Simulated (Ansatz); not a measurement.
System (SMILES): [F][Al][F], doublet.
Atoms: Al1, F2, F3. Bonds: Al1-F2, Al1-F3.

Basis-set convergence of the highest harmonic wavenumber at PBE with Ansatz (an electronic-structure program). Each level at its own minimum, finite differences of forces, unscaled; the reference is a large set that could be run, not a limit. Cartesian d functions, on some or all atoms, in 6-311G**, 6-311+G**; all else is spherical. Open shells are unrestricted. No added dispersion term, no relativity. Reference: the value in aug-pcseg-2, 863 cm⁻¹, itself unsure by roughly 6 cm⁻¹ (its mean distance from aug-cc-pV(T+d)Z, def2-TZVPPD). Deviations are taken from unrounded values.

| basis | functions | highest harmonic wavenumber (cm⁻¹) |
|---|---|---|
| def2-SVP | 46 | 902 |
| def2-SVPD | 70 | 846 |
| pcseg-1 | 46 | 860 |
| aug-pcseg-1 | 73 | 840 |
| cc-pV(D+d)Z | 51 | 860 |
| aug-cc-pV(D+d)Z | 78 | 830 |
| 6-311G** | 63 | 871 |
| 6-311+G** | 75 | 842 |
| pcseg-2 | 94 | 871 |
| aug-pcseg-2 | 142 | 863 |
| cc-pV(T+d)Z | 99 | 864 |
| aug-cc-pV(T+d)Z | 147 | 859 |
| def2-TZVP | 99 | 862 |
| def2-TZVPD | 123 | 857 |
| def2-TZVPP | 104 | 860 |
| def2-TZVPPD | 128 | 856 |

What the diffuse functions change, pair by pair:
- def2-SVP to def2-SVPD: 24 more functions, deviation 38 to -17 cm⁻¹
- pcseg-1 to aug-pcseg-1: 27 more functions, deviation -4 to -23 cm⁻¹
- cc-pV(D+d)Z to aug-cc-pV(D+d)Z: 27 more functions, deviation -3 to -34 cm⁻¹
- 6-311G** to 6-311+G**: 12 more functions, deviation 8 to -21 cm⁻¹
- pcseg-2 to aug-pcseg-2: 48 more functions, deviation 7 to 0 cm⁻¹
- cc-pV(T+d)Z to aug-cc-pV(T+d)Z: 48 more functions, deviation 1 to -4 cm⁻¹
- def2-TZVP to def2-TZVPD: 24 more functions, deviation -2 to -7 cm⁻¹
- def2-TZVPP to def2-TZVPPD: 24 more functions, deviation -4 to -8 cm⁻¹

Leaving out the reference's own pair, they bring the value nearer the reference by more than 6 cm⁻¹ in 1 of 7 pairs.
